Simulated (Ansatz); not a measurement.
**Molecular dynamics of H4O2Si**

Input file:

```yaml
crystal:
  periodic: [false, false, false]
  atoms:
    - { symbol: Si, position_ang: [0.158786, -0.027209, -0.385103] }
    - { symbol: O, position_ang: [0.638463, 0.226978, 1.474445] }
    - { symbol: H, position_ang: [0.547187, -0.561829, 2.038827] }
    - { symbol: H, position_ang: [1.494954, 0.038952, 0.532721] }
    - { symbol: O, position_ang: [-0.761828, 1.295841, -0.811693] }
    - { symbol: H, position_ang: [-1.710755, 1.259133, -0.630954] }
    - { symbol: H, position_ang: [-0.799009, -1.193665, -0.254641] }
basis:
  gaussian: { orbitals: def2-SVP }
hamiltonian:
  xc: b3lyp
md:
  timestep: 0.5
  n_steps: 200
  ensemble: nve
  temperature: 100.0
  initial_velocities: maxwell_boltzmann
  seed: 7397
```

Run as:

```bash
$ ansatz run input.yaml --threads 1 --pin off --max-ram 2048MiB --backend cpu --events-out ev --progress --plain --runs-dir out
```

It starts at the highest image of a converged band. Of that band: Neighbouring images differ by up to 2.2 eV, so the band resolves the path poorly. A vibrational analysis at the climbing image gives one clearly imaginary mode, 1466i cm⁻¹: a first-order saddle point.

Output, in part (one step line in 3, the closing report, with atoms numbered from 0):

```
md step     0: t =     0.00 fs  T =   100.0 K  F+E_penalty+E_count = -12030.38781934 eV  E_kin = 0.064630 eV  conserved = -12030.32318934 eV  (25 SCF iters)
md step     3: t =     1.50 fs  T =    71.8 K  F+E_penalty+E_count = -12030.36913348 eV  E_kin = 0.046382 eV  conserved = -12030.32275185 eV  (24 SCF iters)
md step     6: t =     3.00 fs  T =    55.4 K  F+E_penalty+E_count = -12030.35854828 eV  E_kin = 0.035785 eV  conserved = -12030.32276336 eV  (24 SCF iters)
md step     9: t =     4.50 fs  T =    55.7 K  F+E_penalty+E_count = -12030.35898268 eV  E_kin = 0.036004 eV  conserved = -12030.32297878 eV  (24 SCF iters)
md step    12: t =     6.00 fs  T =    41.4 K  F+E_penalty+E_count = -12030.34939499 eV  E_kin = 0.026765 eV  conserved = -12030.32262959 eV  (24 SCF iters)
md step    15: t =     7.50 fs  T =    63.0 K  F+E_penalty+E_count = -12030.36353368 eV  E_kin = 0.040708 eV  conserved = -12030.32282618 eV  (24 SCF iters)
md step    18: t =     9.00 fs  T =    87.9 K  F+E_penalty+E_count = -12030.37987688 eV  E_kin = 0.056829 eV  conserved = -12030.32304763 eV  (25 SCF iters)
md step    21: t =    10.50 fs  T =    90.8 K  F+E_penalty+E_count = -12030.38113467 eV  E_kin = 0.058711 eV  conserved = -12030.32242356 eV  (25 SCF iters)
md step    24: t =    12.00 fs  T =   171.7 K  F+E_penalty+E_count = -12030.43346195 eV  E_kin = 0.110964 eV  conserved = -12030.32249761 eV  (25 SCF iters)
md step    27: t =    13.50 fs  T =   336.7 K  F+E_penalty+E_count = -12030.54025936 eV  E_kin = 0.217634 eV  conserved = -12030.32262582 eV  (24 SCF iters)
md step    30: t =    15.00 fs  T =   549.8 K  F+E_penalty+E_count = -12030.67907561 eV  E_kin = 0.355331 eV  conserved = -12030.32374448 eV  (24 SCF iters)
md step    33: t =    16.50 fs  T =   646.3 K  F+E_penalty+E_count = -12030.74172147 eV  E_kin = 0.417697 eV  conserved = -12030.32402474 eV  (24 SCF iters)
md step    36: t =    18.00 fs  T =   767.0 K  F+E_penalty+E_count = -12030.81770188 eV  E_kin = 0.495730 eV  conserved = -12030.32197161 eV  (24 SCF iters)
md step    39: t =    19.50 fs  T =  1082.9 K  F+E_penalty+E_count = -12031.02612478 eV  E_kin = 0.699902 eV  conserved = -12030.32622256 eV  (24 SCF iters)
md step    42: t =    21.00 fs  T =  1022.8 K  F+E_penalty+E_count = -12030.98452010 eV  E_kin = 0.661021 eV  conserved = -12030.32349920 eV  (24 SCF iters)
md step    45: t =    22.50 fs  T =   976.3 K  F+E_penalty+E_count = -12030.95295069 eV  E_kin = 0.630951 eV  conserved = -12030.32199945 eV  (24 SCF iters)
md step    48: t =    24.00 fs  T =  1244.5 K  F+E_penalty+E_count = -12031.12835939 eV  E_kin = 0.804343 eV  conserved = -12030.32401683 eV  (24 SCF iters)
md step    51: t =    25.50 fs  T =  1415.3 K  F+E_penalty+E_count = -12031.24127839 eV  E_kin = 0.914731 eV  conserved = -12030.32654703 eV  (24 SCF iters)
md step    54: t =    27.00 fs  T =  1256.5 K  F+E_penalty+E_count = -12031.13262278 eV  E_kin = 0.812045 eV  conserved = -12030.32057805 eV  (24 SCF iters)
md step    57: t =    28.50 fs  T =  1423.2 K  F+E_penalty+E_count = -12031.24615299 eV  E_kin = 0.919832 eV  conserved = -12030.32632124 eV  (24 SCF iters)
md step    60: t =    30.00 fs  T =  1267.3 K  F+E_penalty+E_count = -12031.14267211 eV  E_kin = 0.819059 eV  conserved = -12030.32361319 eV  (24 SCF iters)
md step    63: t =    31.50 fs  T =  1092.5 K  F+E_penalty+E_count = -12031.02791512 eV  E_kin = 0.706109 eV  conserved = -12030.32180576 eV  (24 SCF iters)
md step    66: t =    33.00 fs  T =  1256.6 K  F+E_penalty+E_count = -12031.13616702 eV  E_kin = 0.812111 eV  conserved = -12030.32405582 eV  (24 SCF iters)
md step    69: t =    34.50 fs  T =  1318.5 K  F+E_penalty+E_count = -12031.17837636 eV  E_kin = 0.852127 eV  conserved = -12030.32624897 eV  (24 SCF iters)
md step    72: t =    36.00 fs  T =  1125.7 K  F+E_penalty+E_count = -12031.04827967 eV  E_kin = 0.727561 eV  conserved = -12030.32071887 eV  (24 SCF iters)
md step    75: t =    37.50 fs  T =  1289.7 K  F+E_penalty+E_count = -12031.15976870 eV  E_kin = 0.833510 eV  conserved = -12030.32625895 eV  (23 SCF iters)
md step    78: t =    39.00 fs  T =  1133.4 K  F+E_penalty+E_count = -12031.05596401 eV  E_kin = 0.732498 eV  conserved = -12030.32346562 eV  (24 SCF iters)
md step    81: t =    40.50 fs  T =   984.0 K  F+E_penalty+E_count = -12030.95781614 eV  E_kin = 0.635959 eV  conserved = -12030.32185747 eV  (24 SCF iters)
md step    84: t =    42.00 fs  T =  1153.9 K  F+E_penalty+E_count = -12031.07004894 eV  E_kin = 0.745733 eV  conserved = -12030.32431559 eV  (23 SCF iters)
md step    87: t =    43.50 fs  T =  1187.1 K  F+E_penalty+E_count = -12031.09304052 eV  E_kin = 0.767254 eV  conserved = -12030.32578676 eV  (24 SCF iters)
md step    90: t =    45.00 fs  T =  1040.7 K  F+E_penalty+E_count = -12030.99382379 eV  E_kin = 0.672634 eV  conserved = -12030.32118961 eV  (24 SCF iters)
md step    93: t =    46.50 fs  T =  1228.3 K  F+E_penalty+E_count = -12031.11997766 eV  E_kin = 0.793821 eV  conserved = -12030.32615657 eV  (24 SCF iters)
md step    96: t =    48.00 fs  T =  1086.5 K  F+E_penalty+E_count = -12031.02570708 eV  E_kin = 0.702236 eV  conserved = -12030.32347124 eV  (24 SCF iters)
md step    99: t =    49.50 fs  T =   954.9 K  F+E_penalty+E_count = -12030.93904345 eV  E_kin = 0.617131 eV  conserved = -12030.32191233 eV  (23 SCF iters)
md step   102: t =    51.00 fs  T =  1119.9 K  F+E_penalty+E_count = -12031.04842546 eV  E_kin = 0.723813 eV  conserved = -12030.32461225 eV  (24 SCF iters)
md step   105: t =    52.50 fs  T =  1108.8 K  F+E_penalty+E_count = -12031.04175961 eV  E_kin = 0.716585 eV  conserved = -12030.32517446 eV  (24 SCF iters)
md step   108: t =    54.00 fs  T =   975.6 K  F+E_penalty+E_count = -12030.95248624 eV  E_kin = 0.630532 eV  conserved = -12030.32195447 eV  (24 SCF iters)
md step   111: t =    55.50 fs  T =  1093.5 K  F+E_penalty+E_count = -12031.03242453 eV  E_kin = 0.706722 eV  conserved = -12030.32570295 eV  (24 SCF iters)
md step   114: t =    57.00 fs  T =   924.1 K  F+E_penalty+E_count = -12030.92061255 eV  E_kin = 0.597252 eV  conserved = -12030.32336020 eV  (24 SCF iters)
md step   117: t =    58.50 fs  T =   802.5 K  F+E_penalty+E_count = -12030.84067509 eV  E_kin = 0.518675 eV  conserved = -12030.32199976 eV  (25 SCF iters)
md step   120: t =    60.00 fs  T =   954.7 K  F+E_penalty+E_count = -12030.94176249 eV  E_kin = 0.617001 eV  conserved = -12030.32476115 eV  (24 SCF iters)
md step   123: t =    61.50 fs  T =   916.0 K  F+E_penalty+E_count = -12030.91663384 eV  E_kin = 0.592013 eV  conserved = -12030.32462123 eV  (24 SCF iters)
md step   126: t =    63.00 fs  T =   810.1 K  F+E_penalty+E_count = -12030.84598985 eV  E_kin = 0.523599 eV  conserved = -12030.32239040 eV  (24 SCF iters)
md step   129: t =    64.50 fs  T =   922.9 K  F+E_penalty+E_count = -12030.92182455 eV  E_kin = 0.596466 eV  conserved = -12030.32535861 eV  (24 SCF iters)
md step   132: t =    66.00 fs  T =   793.6 K  F+E_penalty+E_count = -12030.83630814 eV  E_kin = 0.512904 eV  conserved = -12030.32340370 eV  (24 SCF iters)
md step   135: t =    67.50 fs  T =   715.4 K  F+E_penalty+E_count = -12030.78448191 eV  E_kin = 0.462393 eV  conserved = -12030.32208922 eV  (24 SCF iters)
md step   138: t =    69.00 fs  T =   887.2 K  F+E_penalty+E_count = -12030.89830265 eV  E_kin = 0.573386 eV  conserved = -12030.32491673 eV  (24 SCF iters)
md step   141: t =    70.50 fs  T =   864.0 K  F+E_penalty+E_count = -12030.88238848 eV  E_kin = 0.558420 eV  conserved = -12030.32396802 eV  (24 SCF iters)
md step   144: t =    72.00 fs  T =   840.4 K  F+E_penalty+E_count = -12030.86636073 eV  E_kin = 0.543149 eV  conserved = -12030.32321133 eV  (24 SCF iters)
md step   147: t =    73.50 fs  T =   950.8 K  F+E_penalty+E_count = -12030.93945523 eV  E_kin = 0.614480 eV  conserved = -12030.32497551 eV  (24 SCF iters)
md step   150: t =    75.00 fs  T =   860.9 K  F+E_penalty+E_count = -12030.87987984 eV  E_kin = 0.556370 eV  conserved = -12030.32350946 eV  (24 SCF iters)
md step   153: t =    76.50 fs  T =   823.6 K  F+E_penalty+E_count = -12030.85470442 eV  E_kin = 0.532322 eV  conserved = -12030.32238211 eV  (24 SCF iters)
md step   156: t =    78.00 fs  T =   984.9 K  F+E_penalty+E_count = -12030.96163227 eV  E_kin = 0.636516 eV  conserved = -12030.32511629 eV  (24 SCF iters)
md step   159: t =    79.50 fs  T =   931.5 K  F+E_penalty+E_count = -12030.92580711 eV  E_kin = 0.602043 eV  conserved = -12030.32376439 eV  (24 SCF iters)
md step   162: t =    81.00 fs  T =   860.2 K  F+E_penalty+E_count = -12030.87969221 eV  E_kin = 0.555976 eV  conserved = -12030.32371665 eV  (24 SCF iters)
md step   165: t =    82.50 fs  T =   857.0 K  F+E_penalty+E_count = -12030.87850774 eV  E_kin = 0.553873 eV  conserved = -12030.32463519 eV  (24 SCF iters)
md step   168: t =    84.00 fs  T =   703.0 K  F+E_penalty+E_count = -12030.77793283 eV  E_kin = 0.454360 eV  conserved = -12030.32357304 eV  (24 SCF iters)
md step   171: t =    85.50 fs  T =   587.8 K  F+E_penalty+E_count = -12030.70229423 eV  E_kin = 0.379904 eV  conserved = -12030.32239029 eV  (24 SCF iters)
md step   174: t =    87.00 fs  T =   663.6 K  F+E_penalty+E_count = -12030.75387432 eV  E_kin = 0.428892 eV  conserved = -12030.32498276 eV  (24 SCF iters)
md step   177: t =    88.50 fs  T =   577.6 K  F+E_penalty+E_count = -12030.69662020 eV  E_kin = 0.373297 eV  conserved = -12030.32332308 eV  (24 SCF iters)
md step   180: t =    90.00 fs  T =   562.3 K  F+E_penalty+E_count = -12030.68713039 eV  E_kin = 0.363412 eV  conserved = -12030.32371848 eV  (24 SCF iters)
md step   183: t =    91.50 fs  T =   652.2 K  F+E_penalty+E_count = -12030.74610024 eV  E_kin = 0.421524 eV  conserved = -12030.32457648 eV  (25 SCF iters)
md step   186: t =    93.00 fs  T =   620.6 K  F+E_penalty+E_count = -12030.72462354 eV  E_kin = 0.401067 eV  conserved = -12030.32355606 eV  (24 SCF iters)
md step   189: t =    94.50 fs  T =   622.6 K  F+E_penalty+E_count = -12030.72486771 eV  E_kin = 0.402377 eV  conserved = -12030.32249026 eV  (24 SCF iters)
md step   192: t =    96.00 fs  T =   796.2 K  F+E_penalty+E_count = -12030.83952137 eV  E_kin = 0.514584 eV  conserved = -12030.32493734 eV  (24 SCF iters)
md step   195: t =    97.50 fs  T =   801.4 K  F+E_penalty+E_count = -12030.84180722 eV  E_kin = 0.517970 eV  conserved = -12030.32383698 eV  (24 SCF iters)
md step   198: t =    99.00 fs  T =   773.4 K  F+E_penalty+E_count = -12030.82339818 eV  E_kin = 0.499862 eV  conserved = -12030.32353635 eV  (24 SCF iters)
md step   200: t =   100.00 fs  T =   806.9 K  F+E_penalty+E_count = -12030.84570355 eV  E_kin = 0.521505 eV  conserved = -12030.32419845 eV  (24 SCF iters)
Total energy: -12030.84591813 eV, -442.1254326911 hartree
Atom 0 at    -0.027399    -0.160585    -1.132133 Å, force    -0.338903     0.092274     0.479504 eV/Å
Atom 1 at     0.970047     0.377024     2.464168 Å, force     1.508096     2.751957    -0.873252 eV/Å
Atom 2 at     0.421233    -0.355225     2.488262 Å, force    -1.862665    -2.647389     0.250230 eV/Å
Atom 3 at     0.594752     0.885752     1.717136 Å, force     0.272241    -0.055692     0.476823 eV/Å
Atom 4 at    -0.707693     1.296379    -0.634528 Å, force    -0.052519     0.303841    -0.014319 eV/Å
Atom 5 at    -1.494563     1.332145    -0.062817 Å, force     0.348796    -0.146195    -0.157622 eV/Å
Atom 6 at    -0.923680    -0.994008    -0.163676 Å, force     0.124952    -0.298796    -0.161365 eV/Å
Dipole moment:    -0.558776    -0.132309    -0.112824 e Å
```

All steps were run. The conserved energy stayed within 0.51 meV per atom of its start (net change -0.14 meV per atom), so the integration is sound. The kinetic energy rose, since the run started high on the potential surface and went downhill. It ends in pieces (H2O + H2OSi), so much of that is their flight and rotation, not heat. A run of 0.1 ps of so small a system gives no equilibrium averages. The orbitals stay closed-shell, which can raise the energy where a bond breaks towards radicals; this wasn't checked here.

Between its relaxed ends the band would form O2–H4 and break Si1–O2, Si1–H4. These pairs go: O2–H4 1.29 → 0.98 Å, Si1–O2 1.94 → 3.77 Å, Si1–H4 1.62 → 3.10 Å. In the last frame they stand as after the step (other bonds may differ from the relaxed reactants and products). It ends as H2O + H2OSi. Pairs count as bonded within 1.25 times the sum of covalent radii (0.12 Å more for H–H).

Last frame:

```xyz
7
Properties=species:S:1:pos:R:3
Si -0.027 -0.161 -1.132
O 0.970 0.377 2.464
H 0.421 -0.355 2.488
H 0.595 0.886 1.717
O -0.708 1.296 -0.634
H -1.495 1.332 -0.063
H -0.924 -0.994 -0.164
```

The run took 5.3 min on 1 thread of Arm Neoverse V1, with other jobs on the host, peak memory 0.11 GiB.
